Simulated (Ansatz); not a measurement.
# AlH3Cl (doublet): from Hartree-Fock to the top rungs at distance Al1–H4 along a hydrogen transfer = 1.475 Å, cc-pVDZ

One table from this session's results is given with a row withheld; the runs are named, their logs left out.

The runs use Ansatz 0.2.0, Gaussian basis; cc-pVDZ, core rule «outside noble gas», up to 10 orbitals frozen.

The runs, in order: UHF; CCSD(T) on ROHF; CCSD(T) on UHF; BCCD(T) on ROHF; CISD; CCSDT(Q) on ROHF; CCSDT(Q) on UHF; CASSCF and MRCISD+Q, 3 electrons in 3 orbitals; CASSCF and NEVPT2, 3 electrons in 3 orbitals.

13 further runs of the same task are left out: 9 for a known fault of the program, 4 that didn't finish.

## The system

The geometry derives from fragments relaxed apart (PBE0/def2-TZVP) and kept rigid, so it is no stationary point. A hydrogen atom is moved between rigid fragments.

5 atoms, charge 0, spin multiplicity 2.

Atoms are counted from 1 here; the program's logs count them from 0.

Bond lengths: Al1–H2 1.586 Å, Al1–H3 1.586 Å, Al1–H4 1.475 Å. Angles: H2–Al1–H3 120.0°, H2–Al1–H4 120.0°, H3–Al1–H4 120.0°.

Set-up of the first run:

Contents of in.yaml:

```yaml
crystal:
  periodic: [false, false, false]
  atoms:
    - {symbol: Al, position_ang: [-1.809442, 0.000000, 0.000000]}
    - {symbol: H, position_ang: [-2.602366, 1.373384, 0.000000]}
    - {symbol: H, position_ang: [-2.602366, -1.373384, 0.000000]}
    - {symbol: H, position_ang: [-0.334442, 0.000000, 0.000000]}
    - {symbol: Cl, position_ang: [1.534558, 0.000000, 0.000000]}
basis:
  gaussian: {orbitals: cc-pVDZ}
magnetization: {spin_polarized: true, initial_magnetization: 1}
hamiltonian: {xc: hf}
output: {orbitals: {seedname: orbitals}}
```

Started as:

```console
$ ansatz run in.yaml --threads 1 --pin off --events-out ev --progress --plain --max-ram 2393MiB
```

Among the steps run: UHF; CCSD(T) on ROHF; CCSD(T) on UHF; BCCD(T) on ROHF; CISD; CCSDT(Q) on ROHF; CCSDT(Q) on UHF; CASSCF and MRCISD+Q, 3 electrons in 3 orbitals; CASSCF and NEVPT2, 3 electrons in 3 orbitals.

One of the session's tables, all rows but one given; the rest of the session is left out.

```
       method  from UCCSDT(Q) (meV)
         ROHF                     ?
          UHF               +6594.4
         RMP2               +1174.2
         UMP2               +1193.7
         CISD                +653.0
        RCCSD                +121.0
        UCCSD                +118.3
     RCCSD(T)                 +27.0
     UCCSD(T)                 +27.0
      BCCD(T)                 +26.9
       RCCSDT                  +7.3
       UCCSDT                  +7.0
    RCCSDT(Q)                  +0.3
    UCCSDT(Q)                     0
  CASSCF pair               +6365.2
  NEVPT2 pair               +1150.7
  MRCISD pair                +586.7
MRCISD+Q pair                 +24.4
```

Q: Estimate the row for ROHF from the others.

**Answer.** from UCCSDT(Q) (meV): +6738.3. In the column «from UCCSDT(Q) (meV)» it is the highest.

Limits of these values: Restricted and unrestricted rows rest on different reference determinants; where their highest levels disagree by more than a few hundredths of an eV, they describe different states and don't form one ladder.
